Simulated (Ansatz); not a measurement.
A displaced shape of doublet NO:

```csv
atom,x (Å),y (Å),z (Å)
N,0.0248,0.0418,-0.6210
O,0.0365,-0.0319,0.5208
```

It was optimised with PBE0/def2-SVP in Ansatz (development build ahead of 0.2.0) to forces under 0.001 eV/Å, with unrestricted orbitals. Each step stands on the lowest determinant of that kind that the program's search found.

Question: What shape does it relax to, and how does the optimisation go?

Answer:

```yaml
atoms:
  - { symbol: N, position_ang: [0.0248, 0.0417, -0.6201] }
  - { symbol: O, position_ang: [0.0364, -0.0319, 0.5199] }
```

Bond lengths: N1–O2 1.142 Å.

```
step  E − E(start) (eV)  largest force (eV/Å)
   1             0.0000                0.2277
   2            -0.0002                0.0031
   3            -0.0002                0.0000
```

The optimisation ended after 3 steps with its threshold met.
